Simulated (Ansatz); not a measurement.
# FNa: the cost of one run

Program: Ansatz 0.2.0, driven from Python. The levels of theory stand in the script. These are calculated values, not measurements.

### 1 Starting point

Bond lengths: Na1–F2 2.190 Å.

The script holds or builds the structure itself.

### 2 The script

The input, basis.py:

```python
# -*- coding: utf-8 -*-
"""How the energy of FNa converges with the basis."""

import ansatz

FUNCTIONAL = "pbe0"
VDW = "d3bj"


def main():
    geometry_ang = [
        ("Na", (0.0, 0.0, 0.0)),
        ("F", (0.0, 0.0, 2.19)),
    ]
    mol = ansatz.Crystal.molecule()
    for symbol, xyz in geometry_ang:
        mol = mol.atom(symbol, xyz)

    model = mol.calculation().functional(FUNCTIONAL, dispersion=VDW)

    energies = {}
    for basis in ["STO-3G", "6-31G", "6-31G*", "def2-SVP", "def2-SVPD", "def2-TZVP", "def2-TZVPP"]:
        summary = model.basis(gaussian=basis).run().report
        size = summary["n_frozen"] + summary["n_occupied"][0] + summary["n_virtual"][0]
        energies[basis] = (summary["reference_energy_ev"] / 27.211386246, summary["free_energy_ev"] / 27.211386246)
        print(f"{basis:14s} {size:4d} orbitals  reference {energies[basis][0]:14.6f} Ha  total {energies[basis][1]:14.6f} Ha")

    last = energies["def2-TZVPP"][1]
    for basis, (_, total) in energies.items():
        print(f"{basis:14s} lies {27.211386 * (total - last):9.4f} eV above def2-TZVPP")


if __name__ == "__main__":
    main()
```

### 3 Launch

Run with:

```
$ python basis.py
```

Q: Estimate wall time and peak memory on 1 thread of Arm Neoverse V1, shared host.

About 3.6 s, with a peak of 0.16 GiB.
